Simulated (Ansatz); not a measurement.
# AlHO2: the cost of one run

Method: cc-pVTZ, core rule «outside noble gas», up to 7 orbitals frozen; program: Ansatz 0.2.0, Gaussian basis.

To be run: UHF; CCSD(T) on RHF; CCSD(T) on UHF; BCCD(T) on RHF; CCSDT(Q) on RHF.

### Step 1. What is computed

The geometry is a PBE0/def2-TZVP stationary point (not a proven minimum).

4 atoms, charge 0, spin multiplicity 1.

Atoms are counted from 1 here; the program's logs count them from 0.

Bond lengths: Al1–O2 1.672 Å, Al1–H4 1.582 Å, O2–O3 1.289 Å. Angles: O2–Al1–H4 114.9°, Al1–O2–O3 156.2°.

### Step 2. UHF

File in.yaml:

```yaml
crystal:
  periodic: [false, false, false]
  atoms:
    - {symbol: Al, position_ang: [0.000000, 0.143052, 1.192526]}
    - {symbol: O, position_ang: [0.000000, -0.213386, -0.441523]}
    - {symbol: O, position_ang: [0.000000, 0.042530, -1.704961]}
    - {symbol: H, position_ang: [0.000000, -1.117308, 2.149210]}
basis:
  gaussian: {orbitals: cc-pVTZ}
magnetization: {spin_polarized: true, initial_magnetization: 0}
hamiltonian: {xc: hf}
output: {orbitals: {seedname: orbitals}}
```

Run with:

```sh
ansatz run in.yaml --threads 1 --pin off --events-out ev --progress --plain --max-ram 4096MiB --backend cpu
```

What time and memory should one allow on 1 thread of AMD EPYC 7R13, shared host?

About 8 s, with a peak of 0.27 GiB.
